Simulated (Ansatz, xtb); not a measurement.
Two isomers of H5OSi2−

Structure X is `[O-][SiH2][SiH3]`, a singlet and structure Y is `O[SiH2][SiH2-]`, a singlet. Both are isolated ions in the gas phase, relaxed with PBE0-D3(BJ)/def2-SVPD; the shapes shown needn't be the lowest conformers.

X (Å):

```xyz
8

O    -0.2650   -2.5797   -1.2012
Si    0.7847   -1.6264   -0.4898
Si    1.2675   -2.1724    1.7904
H     2.2008   -1.5536   -1.0677
H     0.4364   -0.1414   -0.3562
H     1.8471   -3.5508    2.0000
H     0.0744   -2.1328    2.7150
H     2.2710   -1.2545    2.4580
```

Y (Å):

```yaml
atoms:
  - { symbol: O, position_ang: [-1.4802, -0.8974, 1.0653] }
  - { symbol: Si, position_ang: [0.6240, 0.5932, -1.0569] }
  - { symbol: Si, position_ang: [-1.1035, 0.7051, 0.5295] }
  - { symbol: H, position_ang: [-2.3997, 1.2571, -0.0387] }
  - { symbol: H, position_ang: [0.3573, 2.0042, -1.6102] }
  - { symbol: H, position_ang: [-1.0557, -1.5152, 0.4616] }
  - { symbol: H, position_ang: [1.7498, 1.0089, -0.0939] }
  - { symbol: H, position_ang: [-0.9864, 1.4416, 1.8491] }
```

Energies in hartree; the thermal terms are from PBE0-D3(BJ)/def2-SVPD harmonic frequencies (ideal gas, rigid rotor, one conformer each, 298.15 K, 1 atm) and include the zero-point energy:

```
                               X           Y
E, CCSD(T)/def2-SVPD  −655.921771  −655.914878
    E, MP2/def2-SVPD  −655.865143  −655.853856
  E, MP2/def2-TZVPPD  −656.250333  −656.236155
   zero-point energy     0.042759     0.045099
        H(298 K) − E     0.049405     0.051933
        G(298 K) − E     0.014069     0.016336
```

Q: Correct the CCSD(T) difference for the basis set by the MP2 change, then work out ΔE, ΔE₀, ΔH and ΔG for X → Y in kcal/mol (1 Eh = 627.51 kcal/mol) and the equilibrium ratio [Y]/[X].

A: 1. Differences Y − X: CCSD(T) +0.006893, MP2 in the small set +0.011287, MP2 in the large set +0.014178 Eh.
2. ΔE = +0.006893 + (+0.014178 − (+0.011287)) = +0.009784 Eh = +6.14 kcal/mol.
3. ΔE₀ = ΔE + ΔZPE = +0.009784 + (+0.002340) Eh = +7.61 kcal/mol.
4. ΔH = ΔE + (+0.002528) Eh = +7.73 kcal/mol.
5. ΔG = ΔE + (+0.002267) Eh = +7.56 kcal/mol, so ΔS = (ΔH − ΔG)/T = +2.3 J/(mol K).
6. kT = 0.9442 mEh, so K = [Y]/[X] = exp(−ΔG/kT) = exp(−12.76) ≈ 2.9 × 10^−6.

Structure X is favoured at this temperature. An error of 1 kcal/mol in ΔG would change K by a factor of 5.4. HF/STO-3G gave ΔE the other sign. Mirror images and further conformers aren't counted.

As drawn, Y has 1 O–H in place of 1 Si–H.

Other levels gave ΔE = +49.1 (GFN2-xTB); −16.1 (HF/STO-3G, GFN2-xTB geometries); +7.2 (r2SCAN-D4/def2-SVPD, GFN2-xTB geometries); +1.8 (PBE0-D3(BJ)/def2-SVPD); +4.3 (HF/def2-SVPD); +7.1 (MP2/def2-SVPD); +4.3 (CCSD(T)/def2-SVPD) kcal/mol. The correlated steps freeze 11 core orbitals. Programs: Ansatz 0.2.0, xtb 6.7.1.
